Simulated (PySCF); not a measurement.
## Level sweep

Compound: C₃H₇F₂N.
Atom-mapped SMILES: `[CH3:1][C@H:2]([NH2:3])[CH:4]([F:5])[F:6]` (hydrogens: H7, H8, H9 on C1; H10 on C2; H11, H12 on N3; H13 on C4)

Cartesian coordinates in Å at the PBE0-D3(BJ)/def2-SVP level; atoms count from 1:
```xyz
13
C3H7F2N angstrom
C     -0.6911   -0.9554   -0.8513
C     -0.2269   -0.1735    0.3656
N     -1.0331    1.0126    0.5517
C      1.2570    0.1474    0.2687
F      1.6501    0.8221    1.3775
F      1.4842    0.9594   -0.7952
H     -0.5495   -0.3604   -1.7670
H     -0.1309   -1.8952   -0.9706
H     -1.7592   -1.1901   -0.7529
H     -0.3368   -0.8086    1.2630
H     -0.7090    1.5237    1.3709
H     -0.9001    1.6367   -0.2437
H      1.9007   -0.7445    0.1624
```

PySCF, dipoles from the SCF density, polarisabilities from static response with core orbitals frozen. The structure is a single PBE0-D3(BJ)/def2-SVP conformer in the gas phase; no vibrational or solvent corrections.

Problem. How do dipole and polarisability depend on functional and basis here?

Solution. 

```tsv
level	μ (D)	α (au)	anisotropy (au)
LDA/def2-SVPD	1.361	52.13	6.10
PBE/def2-SVPD	1.308	51.57	5.99
B3LYP/def2-SVPD	1.436	49.53	5.35
PBE0/def2-SVPD	1.414	48.99	5.32
BHandHLYP/def2-SVPD	1.545	47.24	4.81
CAM-B3LYP/def2-SVPD	1.492	48.74	4.98
wB97X-D/def2-SVPD	1.453	48.65	5.04
LC-wPBE/def2-SVPD	1.474	47.73	4.73
HF/def2-SVPD	1.633	44.96	4.27
PBE0/6-31G*	1.062	39.79	5.01
PBE0/def2-SVP	1.174	40.36	5.27
PBE0/def2-TZVP	1.276	46.55	5.29
```

The anisotropy is √(½[(α1 − α2)² + (α2 − α3)² + (α3 − α1)²]). The dipole runs from 1.06 D (PBE0/6-31G*) to 1.63 D (HF/def2-SVPD). No reference polarisability is at hand; against PBE0 in the largest diffuse basis at hand (def2-SVPD) the other PBE0 rows deviate by 6-31G* -19%, def2-SVP -18%, def2-TZVP -5%. In one basis (def2-SVPD) the functionals order the polarisability from HF (lowest) to LDA (highest), a spread of 16%. With PBE0 the polarisability is 42.24 au without diffuse functions (mean of 6-31G*, def2-SVP and def2-TZVP) and 48.99 au with them (def2-SVPD).
